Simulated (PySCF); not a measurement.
# BH5O, a complex of two parts as drawn: interaction energy

An exercise on one series of results from a longer session: the logs are not shown, and one member is left open.

Computed with PySCF 2.14.0; each step states its level. No surroundings beyond the atoms listed, unless a continuum is named. Atoms count from 0, parts from 1.

## The system as given

7 atoms, charge 0, multiplicity 1; geometry: GFN2-xTB. Parts: 1 = atoms 0–3, `B`, charge 0; 2 = atoms 4–6, `O`, charge 0.

Set-up of the first run:

The job: settings as JSON, then the geometry in Å.

```
{"job": {"xc": "PBE0", "basis": "def2-TZVPD", "d3": "d3bj", "grid": 3, "kind": "geom", "shake": 0.01}, "charge": 0, "multiplicity": 1, "parts": [{"atoms": "0-3", "charge": 0, "multiplicity": 1}, {"atoms": "4-6", "charge": 0, "multiplicity": 1}]}
B     -0.011606    -0.370075     0.670826
H     -0.324356     0.757875     0.964573
H     -0.689452    -0.801627    -0.227639
H      1.173341    -0.534872     0.569069
O     -0.504487    -1.270101     2.005260
H      0.064808    -0.908194     2.704841
H     -0.196587    -2.148341     1.772533
```

Run with:

```console
$ OMP_NUM_THREADS=1 python cluster_run.py task.json out
```

One launch serves the whole session: the jobs run in the order shown.

Steps of the session up to this table: Optimising the geometry at PBE0-D3(BJ)/def2-TZVPD; Coupled-cluster interaction energy: CCSD(T) and MP2, 1.69 Å; Coupled-cluster interaction energy: CCSD(T) and MP2, 1.78 Å; Coupled-cluster interaction energy: CCSD(T) and MP2, 1.86 Å; Coupled-cluster interaction energy: CCSD(T) and MP2, 1.61 Å; Coupled-cluster interaction energy: CCSD(T) and MP2, 2.12 Å; Coupled-cluster interaction energy: CCSD(T) and MP2, 1.52 Å; Coupled-cluster interaction energy: CCSD(T) and MP2, 2.54 Å; Coupled-cluster interaction energy: CCSD(T) and MP2, 3.39 Å.

One table of the session follows, with a row left open; its other results are not shown here.

It belongs to the step «Coupled-cluster interaction energy: CCSD(T) and MP2, 3.39 Å». 

```
                 method  interaction energy (kcal/mol)
         HF/aug-cc-pVDZ                          -2.39
        MP2/aug-cc-pVDZ                          -2.73
       CCSD/aug-cc-pVDZ                          -2.65
    CCSD(T)/aug-cc-pVDZ                          -2.71
         HF/aug-cc-pVQZ                          -2.35
        MP2/aug-cc-pVQZ                          -2.73
    SCS-MP2/aug-cc-pVQZ                              ?
      MP2, extrapolated                          -2.73
CCSD(T), limit estimate                          -2.71
```

Q: Estimate the row for SCS-MP2/aug-cc-pVQZ from the others.

**Answer.** interaction energy (kcal/mol): -2.60. In the column «interaction energy (kcal/mol)» it lies between CCSD/aug-cc-pVDZ (-2.65) and HF/aug-cc-pVDZ (-2.39).
